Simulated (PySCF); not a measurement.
Compound: C4H4O2.
Numbering: `[CH2:1]=[C:2]=[CH:3][C:4](=[O:5])[OH:6]` (hydrogens: H7, H8 on C1; H9 on C3; H10 on O6)

Method: PBE0-D3(BJ)/def2-SVP geometry optimisation, gas phase in PySCF 2.14.0; density fitting, grid level 1; the optimiser is geomeTRIC in internal coordinates, started from a GFN2-xTB structure with every atom displaced at random (about 0.01 Å).

Step 1: E = -8290.4948 eV
```
atom  x, y, z in Å  |  force x, y, z in eV/Å
C1     -1.8488   -1.2108   -0.5210   -0.218  -0.294   0.226
C2     -0.9963   -0.3957    0.0277    0.157   0.123   0.101
C3     -0.1253    0.4482    0.5449   -0.228  -0.103  -0.374
C4      1.2783    0.4519    0.0785    0.381   0.150   0.265
O5      1.7981   -0.3486   -0.6532   -0.121  -0.036  -0.051
O6      1.9502    1.5053    0.5865   -0.340  -0.112   0.027
H7     -2.3487   -0.9441   -1.4562   -0.044   0.033  -0.046
H8     -2.1233   -2.1724   -0.0536    0.196   0.228  -0.151
H9     -0.4515    1.2270    1.2387    0.056   0.033   0.060
H10     2.8444    1.4485    0.2264    0.161  -0.022  -0.056
```

Step 2: E = -8290.5074 eV
```
atom  x, y, z in Å  |  force x, y, z in eV/Å
C1     -1.8829   -1.2126   -0.5082   -0.073  -0.087   0.020
C2     -1.0084   -0.3892   -0.0069    0.259   0.023  -0.092
C3     -0.1198    0.4527    0.4760   -0.186   0.200   0.170
C4      1.3030    0.4651    0.0700   -0.143  -0.100  -0.122
O5      1.8232   -0.3287   -0.6688    0.161   0.058   0.015
O6      1.9551    1.5036    0.6232   -0.073  -0.182  -0.063
H7     -2.4364   -0.9644   -1.4202    0.016   0.024   0.011
H8     -2.0880   -2.1814   -0.0387    0.026   0.033   0.005
H9     -0.4348    1.2160    1.1941   -0.009   0.025   0.046
H10     2.8663    1.4482    0.2983    0.021   0.006   0.011
```

**Question.** Estimate the geometry and energy of step 3. (The exact step hangs on the optimiser's Hessian estimate; all steps are aligned on step 2, rigid shifts and turns removed.)

**Answer.** E = -8290.5119 eV, largest force 0.205 eV/Å
```
atom  x, y, z in Å  |  force x, y, z in eV/Å
C1     -1.8646   -1.2124   -0.5030    0.038   0.102  -0.109
C2     -1.0084   -0.3607   -0.0160   -0.161  -0.050  -0.037
C3     -0.1440    0.5013    0.4676    0.027  -0.073   0.033
C4      1.2760    0.4662    0.0508    0.033   0.118   0.018
O5      1.7931   -0.3227   -0.6956   -0.079  -0.021  -0.007
O6      1.9511    1.4675    0.6336    0.199   0.051  -0.003
H7     -2.4399   -0.9828   -1.4075    0.039  -0.003   0.029
H8     -2.0096   -2.1897   -0.0402   -0.051  -0.105   0.091
H9     -0.4443    1.2541    1.2056    0.027  -0.039  -0.053
H10     2.8678    1.3886    0.3235   -0.071   0.020   0.037
```

The energy changes by -0.0045 eV. The first-order estimate −F·Δx gives -0.0234 eV and the mean of the old and new forces, exact on a quadratic surface, -0.0055 eV. The step makes an angle of 73° with the force vector and moves no atom by more than 0.079 Å.

What follows is the cost of the whole optimisation. The run took 23 s on one thread, Arm Neoverse V1 (aarch64), shared host with 32 logical CPUs at a one-minute load of 9.3, and the process peaked at 0.42 GiB of memory.
